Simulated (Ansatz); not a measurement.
Results of LDA (PAW; Ansatz, a first-principles code) for α-quartz (SiO2).

The run printed, among other lines:

```
Relaxation: its limit of steps is 80 (relax.max_steps)
Crystal: 9 atoms, lattice volume = 112.215 Å³
Basis set: ecut = 520 eV, 3015 PW (Γ), exchange–correlation on 80×80×90 points (8 copies of the dense FFT grid, shifted against one another)
Bands: 33, of which v1, the nominal top of the filled ones, is band 24 counted from 1 (23 counted from 0)
Symmetry: 6 space group operations
Space group: P3221 (ITA 154), of the structure as read, at distance tolerance 4.8e-5 Å
k-points: 100 of 864 (time reversal used)
Functional: x = slater, c = lda
SCF iter   1: F=—  HF=-5168.236657 eV  |F-HF|=—  |Δ(HF+E_count)|=         —  Δρ=1.37e-2  dr2=1.89e-1
SCF iter   2: F=—  HF=-5168.183715 eV  |F-HF|=—  |Δ(HF+E_count)|=   5.29e-2  Δρ=3.89e-3  dr2=6.10e-3
  ...
SCF 1 converged in 6 iterations: F = -5168.181463 eV  dr2 = 3.21e-8
Crystal: 9 atoms, lattice volume = 112.215 Å³
Initial density: handed on by an earlier stage of this run
SCF 2 converged in 5 iterations: F = -5168.189369 eV  dr2 = 5.14e-8
  ...
Crystal: 9 atoms, lattice volume = 112.215 Å³
SCF 5 converged in 6 iterations: F = -5168.203686 eV  dr2 = 1.49e-9
Crystal: 9 atoms, lattice volume = 112.215 Å³
SCF 6 converged in 6 iterations: F = -5168.203795 eV  dr2 = 2.07e-10
Crystal: 9 atoms, lattice volume = 112.215 Å³
SCF iter   5: F=—  HF=-5168.203794 eV  |F-HF|=—  |Δ(HF+E_count)|=  1.64e-11  Δρ=1.92e-7  dr2=2.38e-11
SCF iter   6: F=-5168.203794 eV  HF=-5168.203794 eV  |F-HF|=3.64e-12  |Δ(HF+E_count)|=  5.46e-12  Δρ=1.10e-7  dr2=7.77e-12
SCF 7 converged in 6 iterations: F = -5168.203794 eV  dr2 = 7.77e-12
SCF converged after 6 iterations
Free energy (F): -5168.203794 eV
Internal energy: -5168.203794 eV  (E = F + TS)
E sigma→0 (E₀):  -5168.203794 eV
Fermi energy:    5.171769 eV
--- Forces (eV/Å), atoms counted from 1 ---
  atom   1  Si    -0.00009675    -0.00016758     0.00000000
  atom   2  Si     0.00019350     0.00000000    -0.00000000
  atom   3  Si    -0.00009675     0.00016758    -0.00000000
  atom   4  O      0.00032626    -0.00008042     0.00014197
  atom   5  O     -0.00009348     0.00032276     0.00014197
  atom   6  O     -0.00023278     0.00024234    -0.00014197
  atom   7  O     -0.00009348    -0.00032276    -0.00014197
  atom   8  O      0.00032626     0.00008042    -0.00014197
  atom   9  O     -0.00023278    -0.00024234     0.00014197
--- Stress (GPa, compression-positive) ---
       -0.634598       0.000000       0.000000
        0.000000      -0.634598      -0.000000
        0.000000      -0.000000      -0.635628
  P = ⅓ Tr σ = -0.6349 GPa (-6.349 kbar)
```

Write an input file that could have produced this run (the log leaves some choices open).

Several could match; the one computed here: 
Ansatz 0.2 input:
```yaml
crystal:
  lattice:
    - [2.4490956147, -4.2419580373, 0.0]
    - [2.4490956147, 4.2419580373, 0.0]
    - [0.0, 0.0, 5.4006667891]
  atoms:
    - { symbol: Si, position: [0.0, 0.4647334886, 0.3333333333] }
    - { symbol: Si, position: [0.5352665114, 0.5352665114, 0.0] }
    - { symbol: Si, position: [0.4647334886, 0.0, 0.6666666667] }
    - { symbol: O, position: [0.2761501307, 0.4111574022, 0.2212111068] }
    - { symbol: O, position: [0.5888425978, 0.8649927285, 0.8878777734] }
    - { symbol: O, position: [0.7238498693, 0.1350072715, 0.4454555599] }
    - { symbol: O, position: [0.8649927285, 0.5888425978, 0.1121222266] }
    - { symbol: O, position: [0.4111574022, 0.2761501307, 0.7787888932] }
    - { symbol: O, position: [0.1350072715, 0.7238498693, 0.5545444401] }
basis:
  ecutwfc: 520
  ecutrho_ratio: 4
  xc_grid: 2
kpoints:
  mp_grid: { grid: [12, 12, 6] }
hamiltonian:
  xc: lda
  dispersion: none
  pseudopotentials: { kind: paw }
scf:
  occupations: { method: fermi_dirac, width: 0.01 }
output:
  forces: true
  stress: true
  eigenvalues: true
relax:
  f_tol: 0.004
  escape_saddle: false
  max_steps: 80
  cell: { stress_tol: 0.02, fix: [volume] }
```

The cell is one volume of an energy–volume scan, off the minimum.

The PAW data were made under PBE.

Cost on a shared machine: around 4 core-minutes (rough).
